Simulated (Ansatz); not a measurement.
Geometry optimisation, RKS B3LYP-D4/def2-SVP (Ansatz).

Input:

```yaml
crystal:
  periodic: [false, false, false]
  atoms:
    - { symbol: Al, position_ang: [0.018221, -0.192327, -0.062914] }
    - { symbol: H, position_ang: [-0.012208, -0.206747, 1.511393] }
    - { symbol: C, position_ang: [1.720587, -0.115848, -1.025302] }
    - { symbol: H, position_ang: [2.124256, -1.117713, -1.258417] }
    - { symbol: H, position_ang: [1.599407, 0.414289, -1.985254] }
    - { symbol: H, position_ang: [2.484183, 0.414725, -0.432749] }
    - { symbol: H, position_ang: [-1.386612, -0.293212, -0.795279] }
    - { symbol: F, position_ang: [0.030927, 2.367577, 1.254974] }
    - { symbol: H, position_ang: [-0.006061, 1.627357, 1.819747] }
basis:
  gaussian: { orbitals: def2-SVP }
hamiltonian:
  xc: b3lyp
  dispersion: d4
relax:
  f_tol: 0.03
  max_steps: 50
output:
  orbitals: {}
```

Run as:

```bash
$ ansatz run input.yaml --threads 1 --pin off --max-ram 2048MiB --backend cpu --events-out ev --progress --plain --runs-dir out
```

Q: Where does it end, and by what steps?

A: The forces met the threshold. After 11 steps the energy has fallen by 0.310 eV; F8 moved furthest, 0.56 Å. Joined: Al1–F8 (2.88 → 2.05 Å).

| step | energy less start (eV) | largest force component (eV/Å) | accepted |
| --- | --- | --- | --- |
| 0 | 0.0000 | 0.443 | yes |
| 1 | -0.1029 | 0.462 | yes |
| 2 | -0.2242 | 0.935 | yes |
| 3 | -0.2947 | 0.427 | yes |
| 4 | -0.3034 | 0.095 | yes |
| 5 | -0.3056 | 0.081 | yes |
| 6 | -0.3070 | 0.074 | yes |
| 7 | -0.3085 | 0.081 | yes |
| 8 | -0.3095 | 0.052 | yes |
| 9 | -0.3101 | 0.037 | yes |
| 10 | -0.3103 | 0.035 | yes |
| 11 | -0.3105 | 0.014 | yes |

```xyz
9
Properties=species:S:1:pos:R:3
Al 0.026 0.112 0.006
H 0.106 -0.122 1.652
C 1.714 -0.025 -0.969
H 1.949 -1.084 -1.184
H 1.677 0.495 -1.941
H 2.563 0.384 -0.397
H -1.404 -0.135 -0.626
F -0.063 1.965 0.872
H 0.005 1.306 1.613
```

The run took 16 s on 1 thread of Intel(R) Xeon(R) 6975P-C (Granite Rapids), with other jobs on the host, peak memory 0.15 GiB.
